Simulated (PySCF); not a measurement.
## Name the molecule from its bond curve

A diatomic of charge 0 contains P. Its triplet curve at ωB97X in a double-zeta basis (no relativity, PySCF), in eV from the separated fragments:

(R (Å), E (eV)): (2.005, -1.554), (2.098, -1.775), (2.191, -1.900), (2.261, -1.945), (2.331, -1.958), (2.401, -1.945), (2.494, -1.897), (2.611, -1.801), (2.751, -1.649), (2.937, -1.414)

The fit gives ωe = 501 cm⁻¹ and the rotational constant Bₑ = 0.5433 cm⁻¹.

Which atom is the partner?

The minimum lies at 2.329 Å, so the reduced mass is 16.8576 u Å² cm⁻¹/(Bₑ·Re²) = 5.720 u. With P at 30.97 u the partner weighs about 7.0 u: Li. The molecule is LiP.

The state was picked by a PBE0 search and need not be the measured ground state.
